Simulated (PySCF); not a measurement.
# How well do the runs reproduce experiment for thiazole?

**Measured values to compare with.**

From NIST CCCBDB Release 22 (SRD 101), experimental dipoles, for the gas: dipole moment (microwave Stark effect) 1.62 D.

The results are set against them at the end.

Species: thiazole, C3H3NS.
Atom-mapped SMILES: `[cH:1]1[cH:2][s:3][cH:4][n:5]1` (hydrogens: H6 on C1; H7 on C2; H8 on C4)

Structure used (GFN2-xTB), in Å, numbered top down from 1:
```
atom  x, y, z in Å
C1     0.558    0.819    0.371
C2     1.009   -0.426    0.677
S3    -0.272   -1.567    0.569
C4    -1.319   -0.257    0.115
N5    -0.757    0.891    0.057
H6     1.148    1.717    0.360
H7     1.996   -0.735    0.955
H8    -2.355   -0.432   -0.094
```

Runs made with PySCF (gas phase, on this GFN2-xTB geometry; no spin–orbit coupling):

```tsv
level	job	basis functions	wall time
PBE0/pcSseg-1	shieldings, ring-centre shieldings, charges and field gradients	107	4.1 s
```

Hardware: one thread, x86-64 server, no GPU, shared host.

## Comparison

**Dipole moment.** Measured: 1.62 D (NIST CCCBDB Release 22 (SRD 101), experimental dipoles).

```json
{"level": "PBE0/pcSseg-1", "computed (D)": "1.51", "computed − measured (D)": "-0.11", "% (from the printed values)": "-7"}
```

The computed dipoles belong to one fixed geometry; measured ones are averaged over vibrations unless marked μe. Magnitudes are compared, not signs.

No measured geometry was used, and the causes of the misses weren't examined.
